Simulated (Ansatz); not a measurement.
Lattice parameter a (Å) of 28 elemental solids other than molecular ones, computed with PBE (PAW; Ansatz, a first-principles code) and with HSE06 in Ansatz (PAW). The set holds measured phases with no doubt noted on the run or the magnetic state but for the caveats below. 21 more of the class have both values but aren't in it, for one of these reasons: built or high-temperature cells, doubts on the run or the magnetic state, unlike cells, values of zero, layered or molecular crystals, cells that aren't cubic. Solids without a value at one level (not run, failed, or a magnetic order lost), or held back for tests, aren't counted.

All rows, in order of the shift (worked out from unrounded values):

| solid | PBE | HSE06 | shift (%) |
|---|---|---|---|
| grey tin (α-Sn) | 6.655 | 6.556 | -1.49 |
| fcc Rh | 3.830 | 3.779 | -1.33 |
| diamond-structure Ge | 5.761 | 5.685 | -1.32 |
| fcc Ir | 3.871 | 3.825 | -1.19 |
| bcc V | 2.997 | 2.962 | -1.15 |
| fcc Pt | 3.970 | 3.926 | -1.12 |
| fcc Pd | 3.943 | 3.909 | -0.86 |
| fcc Pb | 5.040 | 4.998 | -0.84 |
| bcc Mo | 3.161 | 3.136 | -0.77 |
| fcc Au | 4.158 | 4.126 | -0.76 |
| diamond | 3.572 | 3.546 | -0.73 |
| bcc W | 3.184 | 3.163 | -0.64 |
| diamond-structure Si | 5.470 | 5.440 | -0.56 |
| fcc Al | 4.040 | 4.019 | -0.52 |
| bcc Nb | 3.310 | 3.296 | -0.42 |
| bcc Ta | 3.319 | 3.306 | -0.39 |
| fcc Ni | 3.519 | 3.511 | -0.24 |
| fcc Ag | 4.147 | 4.140 | -0.19 |
| fcc Cu | 3.629 | 3.633 | +0.10 |
| bcc Na | 4.197 | 4.225 | +0.68 |
| bcc Li | 3.435 | 3.463 | +0.82 |
| bcc K | 5.284 | 5.331 | +0.89 |
| bcc Rb | 5.670 | 5.728 | +1.03 |
| fcc Ca | 5.526 | 5.591 | +1.17 |
| bcc Cs | 6.162 | 6.247 | +1.38 |
| fcc Sr | 6.030 | 6.119 | +1.48 |
| bcc Ba | 5.021 | 5.123 | +2.03 |
| bcc Fe | 2.831 | 2.912 | +2.85 |

The shift from PBE to HSE06 has a median of -0.47 %, and eight in ten lie between -1.23 % and +1.41 %; HSE06 is the larger in 10 of 28.

Ansatz's runs of these crystals have no spin polarisation, but for bcc Fe, fcc Ni. Meta-GGA and hybrid levels favour moments, which can bear on fcc Pd, bcc Fe, bcc V, fcc Pt, fcc Rh, fcc Ni.

Density-functional runs with spin start from parallel moments for bcc Fe, parallel moments for fcc Ni.

Spin–orbit coupling is left out, also for the solids with elements from indium on (bcc Ta, fcc Pt, bcc Ba, grey tin (α-Sn), bcc W, fcc Ir, bcc Cs, fcc Pb, fcc Au); its size isn't shown.

Caveats: the gap of the solid is closed in this run (PBE: diamond-structure Ge). Ansatz's density-functional and Hartree–Fock values are scalar-relativistic unless marked +SOC, with PAW data made under PBE.
